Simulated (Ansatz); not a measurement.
Level of theory: r2SCAN-D4/def2-TZVP in Ansatz (a program for electronic structure). No frequencies were computed at this level.

Ansatz 0.2 input:
```yaml
crystal:
  periodic: [false, false, false]
  atoms:
    - { symbol: Cl, position_ang: [-0.863959, -1.491235, 0.000379] }
    - { symbol: B, position_ang: [0.000009, 0.000013, -0.000367] }
    - { symbol: Cl, position_ang: [-0.859467, 1.49329, -0.000325] }
    - { symbol: Cl, position_ang: [1.723418, -0.002069, 0.000314] }
basis:
  gaussian: { orbitals: def2-tzvp }
hamiltonian:
  xc: r2scan
  dispersion: d4
relax:
  max_steps: 150
```

Output:

```
Functional definition: r2SCAN
937 factors; their error is unknown
mean field evaluation 1: about -38244.9196 eV, gradient 2.2e1 eV
mean field evaluation 2: about -38243.3674 eV, gradient 3.3e1 eV
mean field evaluation 4: about -38246.0759 eV, gradient 5.2e-1 eV
mean field evaluation 8: about -38246.0721 eV, gradient 6.3e-3 eV
mean field -38246.07205312 eV, -1405.5172238334 hartree, gradient 5.6e-5 eV, S^2 0.000000; 0 other end points of the search recorded, 0 dependent functions left out
reference -38246.07206178 eV, -1405.5172241516 hartree; 28, 28 occupied and 114, 114 virtual orbitals, 937 factors
relax step   1: F+E_penalty+E_count = -38246.10102760 eV  Δ(F+E_penalty+E_count) = +0.000e0 eV  max|allowed force component| = 5.548e-1 eV/Å  Δτ_max = 0.0000 Å  (25 SCF iters, accepted)
these checks for a lower state are left out or cut short: starts, cluster_reference, orbital_swaps, neighbouring_geometries, increment
937 factors; their error is unknown
mean field evaluation 16: about -38246.0813 eV, gradient 2.0e-2 eV
mean field -38246.07663578 eV, -1405.5173922432 hartree, gradient 2.0e-5 eV, S^2 0.000000; 0 other end points of the search recorded, 0 dependent functions left out
reference -38246.07664446 eV, -1405.5173925621 hartree; 28, 28 occupied and 114, 114 virtual orbitals, 937 factors
relax step   2: F+E_penalty+E_count = -38246.10557759 eV  Δ(F+E_penalty+E_count) = -4.550e-3 eV  max|allowed force component| = 3.243e-1 eV/Å  Δτ_max = 0.0337 Å  (29 SCF iters, accepted)
these checks for a lower state are left out or cut short: starts, cluster_reference, orbital_swaps, neighbouring_geometries, increment
937 factors; their error is unknown
mean field -38246.08736249 eV, -1405.5177864423 hartree, gradient 2.2e-5 eV, S^2 0.000000; 0 other end points of the search recorded, 0 dependent functions left out
reference -38246.08737118 eV, -1405.5177867616 hartree; 28, 28 occupied and 114, 114 virtual orbitals, 937 factors
relax step   3: F+E_penalty+E_count = -38246.11627388 eV  Δ(F+E_penalty+E_count) = -1.070e-2 eV  max|allowed force component| = 3.018e-3 eV/Å  Δτ_max = 0.0335 Å  (29 SCF iters, accepted)
937 factors; their error is unknown
mean field evaluation 32: about -38243.7899 eV, gradient 3.0e1 eV
mean field -38246.08736249 eV, -1405.5177864423 hartree, gradient 2.2e-5 eV, S^2 0.000000; 1 other end points of the search recorded, 0 dependent functions left out
reference -38246.08737118 eV, -1405.5177867616 hartree; 28, 28 occupied and 114, 114 virtual orbitals, 937 factors
Total energy: -38246.11628256 eV, -1405.5188492354 hartree
Atom 0 at    -0.872826    -1.507173     0.000303 Å, force    -0.000957    -0.000985    -0.000448 eV/Å
Atom 1 at    -0.000037     0.000079    -0.000134 Å, force     0.000841    -0.002504     0.001346 eV/Å
Atom 2 at    -0.868805     1.509506    -0.000406 Å, force    -0.001578     0.003018    -0.000449 eV/Å
Atom 3 at     1.741670    -0.002412     0.000237 Å, force     0.001694     0.000470    -0.000448 eV/Å
Dipole moment:    -0.000081     0.000154    -0.000037 e Å
```

Cost: around 16 core-seconds (rough).
